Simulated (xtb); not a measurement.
xtb input (GFN2-xTB):

```bash
xtb mol.xyz --gfn 2 --ohess tight --chrg 1 --uhf 0
```
mol.xyz:
```
10

C      0.10581282     1.33434319    -0.21940250
S      0.08817546     0.00998570     1.00282702
C      0.12139450    -1.35083498    -0.24587184
H      0.07673731     2.28695191     0.33565056
H      0.98180805     1.36178671    -0.80870025
H     -0.79007413     1.33625441    -0.87923215
H      0.04588862    -2.26488448     0.37434932
H     -0.82235276    -1.35378949    -0.86611745
H      0.95197708    -1.37193391    -0.87635512
H     -0.73169282     0.01115170     2.09641732
```

End of the output:

```
Note: The following floating-point exceptions are signalling: IEEE_UNDERFLOW_FLAG IEEE_DENORMAL
normal termination of xtb
       2    179.14    -0.69688 ( 99.40%)    -0.67806 (  0.60%)    -0.69676
       3    255.74    -0.50407 ( 99.85%)    -0.57273 (  0.15%)    -0.50417
   ------------------------------------------------------------------------

   temp. (K)  partition function   enthalpy   heat capacity  entropy
                                   cal/mol     cal/K/mol   cal/K/mol   J/K/mol
 298.15  VIB   5.61                 1466.520     10.923      8.344
         ROT  0.335E+05              888.752      2.981     23.685
         INT  0.188E+06             2355.272     13.904     32.029
         TR   0.485E+27             1481.254      4.968     38.330
         TOT                        3836.5263    18.8719    70.3589   294.3817

       T/K    H(0)-H(T)+PV         H(T)/Eh          T*S/Eh         G(T)/Eh
   ------------------------------------------------------------------------
    298.15    0.611389E-02    0.887625E-01    0.334298E-01    0.553327E-01
   ------------------------------------------------------------------------

         :::::::::::::::::::::::::::::::::::::::::::::::::::::
         ::                  THERMODYNAMIC                  ::
         :::::::::::::::::::::::::::::::::::::::::::::::::::::
         :: total free energy         -10.574114744206 Eh   ::
         ::.................................................::
         :: total energy              -10.629447454064 Eh   ::
         :: zero point energy           0.082648605558 Eh   ::
         :: G(RRHO) w/o ZPVE           -0.027315895700 Eh   ::
         :: G(RRHO) contrib.            0.055332709858 Eh   ::
         :::::::::::::::::::::::::::::::::::::::::::::::::::::

optimized geometry written to: xtbopt.xyz

           -------------------------------------------------
          | TOTAL ENERGY              -10.629447454064 Eh   |
          | TOTAL ENTHALPY            -10.540684954730 Eh   |
          | TOTAL FREE ENERGY         -10.574114744206 Eh   |
          | GRADIENT NORM               0.000079331743 Eh/α |
          | HOMO-LUMO GAP               6.370790698478 eV   |
           -------------------------------------------------

------------------------------------------------------------------------
------------------------------------------------------------------------
 total:
 SCF:
 ANC optimizer:
 analytical hessian:
```

It need not be the lowest isomer of its formula.
